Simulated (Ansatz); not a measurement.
C2H4FN, SMILES `C=NCF`, relaxed with RKS PBE0-D4/def2-TZVP in Ansatz from a PBE-D4/def2-SVP geometry. The force threshold is 0.005 eV/Å; the program also tests the step.

Total charge 0; spin multiplicity 1.

Start:

```xyz
8

C     0.397   -0.914    0.863
N    -0.525   -0.081    0.575
C    -0.425    0.725   -0.589
F     0.721    0.538   -1.363
H     0.292   -1.529    1.778
H     1.311   -1.057    0.245
H    -0.459    1.795   -0.277
H    -1.312    0.522   -1.232
```

Task: How much energy does the relaxation release, and in how many steps? (An estimate is asked.)

Result: Ansatz gave: 0.04 eV, in 6 steps, 1 of them rejected.

Task: Which bonds change most? (An estimate is asked.)

Result: Computed: C3–H7 from 1.115 to 1.094 Å; C3–H8 from 1.115 to 1.094 Å; C1–H6 from 1.112 to 1.092 Å; C1–H5 from 1.107 to 1.089 Å.

Task: Give the relaxed structure. (Estimate.)

Result: Computed: 
```xyz
8

C     0.395   -0.904    0.854
N    -0.519   -0.084    0.575
C    -0.429    0.722   -0.581
F     0.712    0.532   -1.344
H     0.291   -1.509    1.753
H     1.288   -1.043    0.241
H    -0.448    1.773   -0.277
H    -1.291    0.513   -1.222
```
